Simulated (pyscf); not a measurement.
## Routes from H₂N–SiH(NH₂)–F + H•

Candidate steps break at most two bonds and form at most two. Each was searched with GFN2-xTB (tblite) first. Single points on ωB97X-D3(BJ)/def2-SVP structures (PySCF, gas phase). Energies: ωB97M-D3(BJ)/def2-TZVP, kcal/mol, from the separated reactants, doublet surface.

| products | type | ΔE‡ | ΔE | ΔG‡ 298 K | ΔG‡ 900 K | ν‡ (cm⁻¹) |
|---|---|---|---|---|---|---|
| H₂N–Si•(NH₂)–F + H₂ | hydrogen abstraction | 6.0 | -5.6 | 10.7 | 23.7 | 1077i |
| NH₃ + H₂N–SiH•–F | substitution at N | 19.8 | +6.0 | 28.4 | 45.0 | 1845i |

Row 2: On the product side the descent ends in a complex, 6.5 kcal/mol under the separated species and 22.4 kcal/mol under the saddle at ωB97X-D3(BJ)/def2-TZVP. 

Plain bond fissions and candidates not yet searched are not listed, and one of them may be faster. Each barrier is that of the saddle found; lower ones may exist.
